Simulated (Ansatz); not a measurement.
# One step, two centres

Four-centre ligand exchange, with the central atom changed down its group and all else kept; in the first member these bonds form or tighten: B–N, H–O; these break or loosen: B–O, H–N.

Gas-phase electronic energies, without zero-point energy, by CCSD(T) at an estimated basis limit (MP2 extrapolated from triple and quadruple zeta, plus CCSD(T) − MP2 in triple zeta); Ansatz 0.2.0, def2-TZVPP and QZVPP, frozen cores, on PBE0-D4/def2-TZVP structures. Extrapolation: Hartree–Fock as exp(−7.88 √X), correlation as X^−2.97. All energies, in eV, count from the separated reactants, without counterpoise correction; the start and end structures are the complexes reached by relaxing down from the saddle, and deeper ones may exist. Brackets give SMILES, or, where every atom is bracketed, only which atoms are joined. Steps whose reference was doubtful or whose search ended elsewhere are left out.

| reactants | products | start structure | saddle | end structure | saddle by PBE0-D4/TZ |
| --- | --- | --- | --- | --- | --- |
| BH₃O ([BH2][OH]) + NH₃ | BNH₄ ([BH2][NH2]) + H₂O | -0.523 | 0.572 | -0.210 | 0.341 |
| AlH₃O ([OH][AlH2]) + NH₃ | AlNH₄ ([NH2][AlH2]) + H₂O, still joined by a dative Al–O bond | -1.205 | ? | -0.321 | -0.337 |

Q: What is the height of the saddle for AlH₃O ([OH][AlH2]) + NH₃? (Judge from chemistry; the value comes from the calculation.)

A: The calculation gives: -0.173 eV relative to the separated reactants, the lower of the two; above its start structure the barrier is -0.173 − (-1.205) ≈ 1.031 eV.

Aluminium, larger and more positive than boron, binds the incoming molecule more strongly, and well and saddle both drop.

Q: How do the PBE0-D4 saddles lie against the coupled-cluster estimate?

A: Both lower, by 0.164 to 0.231 eV.

T1 diagnostic: at most 0.014.

For scale, one of the runs: CCSD(T)/def2-TZVPP, 188 basis functions (an equivalent command: `ansatz run in.yaml --threads 2`). Hardware: 2 CPU threads, shared host. Wall time 39 s; peak host memory 1.9 GiB.
